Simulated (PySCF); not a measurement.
LiO⁻: frontier orbitals

ωB97X at R = 1.767 Å; PySCF, spin-free X2C with a Gaussian nucleus, basis sets Li aug-cc-pVDZ-DK, O aug-cc-pVDZ-DK. State: ³Π (triplet), unpaired electrons σ ↑, π ↑. Only the outer orbitals are listed, counted within each symmetry.

```json
{"spin": "α", "orbital": "2σ", "occ.": "1", "ε (eV)": "-52.66", "on Li (%)": "100", "main shells (%)": "100 Li s"}
{"spin": "α", "orbital": "3σ", "occ.": "1", "ε (eV)": "-22.32", "on Li (%)": "5", "main shells (%)": "95 O s"}
{"spin": "α", "orbital": "1π", "occ.": "1", "ε (eV)": "-7.19", "on Li (%)": "2", "main shells (%)": "98 O p"}
{"spin": "α", "orbital": "4σ", "occ.": "1", "ε (eV)": "-5.93", "on Li (%)": "7", "main shells (%)": "91 O p"}
{"spin": "α", "orbital": "1π", "occ.": "1", "ε (eV)": "-5.46", "on Li (%)": "3", "main shells (%)": "96 O p"}
{"spin": "α", "orbital": "5σ", "occ.": "1", "ε (eV)": "-0.43", "on Li (%)": "103", "main shells (%)": "74 Li s, 29 Li p"}
{"spin": "α", "orbital": "2π", "occ.": "0", "ε (eV)": "2.11", "on Li (%)": "100", "main shells (%)": "99 Li p"}
{"spin": "α", "orbital": "2π", "occ.": "0", "ε (eV)": "2.13", "on Li (%)": "100", "main shells (%)": "99 Li p"}
{"spin": "α", "orbital": "6σ", "occ.": "0", "ε (eV)": "2.29", "on Li (%)": "98", "main shells (%)": "94 Li p"}
{"spin": "β", "orbital": "2σ", "occ.": "1", "ε (eV)": "-52.65", "on Li (%)": "99", "main shells (%)": "100 Li s"}
{"spin": "β", "orbital": "3σ", "occ.": "1", "ε (eV)": "-20.11", "on Li (%)": "6", "main shells (%)": "94 O s"}
{"spin": "β", "orbital": "4σ", "occ.": "1", "ε (eV)": "-5.15", "on Li (%)": "8", "main shells (%)": "90 O p"}
{"spin": "β", "orbital": "1π", "occ.": "1", "ε (eV)": "-4.66", "on Li (%)": "5", "main shells (%)": "95 O p"}
{"spin": "β", "orbital": "5σ", "occ.": "0", "ε (eV)": "3.67", "on Li (%)": "98", "main shells (%)": "80 Li p, 18 Li s"}
{"spin": "β", "orbital": "1π", "occ.": "0", "ε (eV)": "4.14", "on Li (%)": "83", "main shells (%)": "84 Li p, 17 O p"}
{"spin": "β", "orbital": "2π", "occ.": "0", "ε (eV)": "4.23", "on Li (%)": "100", "main shells (%)": "100 Li p"}
```

**Question.** Which are the highest filled and the lowest empty level, where do they sit, and how wide is the gap?

**Answer.** Highest filled α 5σ at -0.43 eV (in %: 74 Li s, 29 Li p); lowest empty α 2π at 2.11 eV (in %: 99 Li p); the gap at ωB97X is 2.54 eV. An empty level above zero is unbound, and its energy depends on the basis.

```
bond order (Mayer)                                                                                                : 0.56
⟨S²⟩                                                                                                              : 2.004
charge on Li (Mulliken, basis-dependent)                                                                          : -0.39
charge on Li (Löwdin, basis-dependent)                                                                            : -0.35
dipole moment (positive dipole points towards O; it is taken about the centre of mass and depends on that origin) : 7.96 D
```

Shares are Mulliken populations and can fall outside 0 to 100 %.

The state is the lowest determinant that a PBE0 search found; another state may lie lower at other levels.
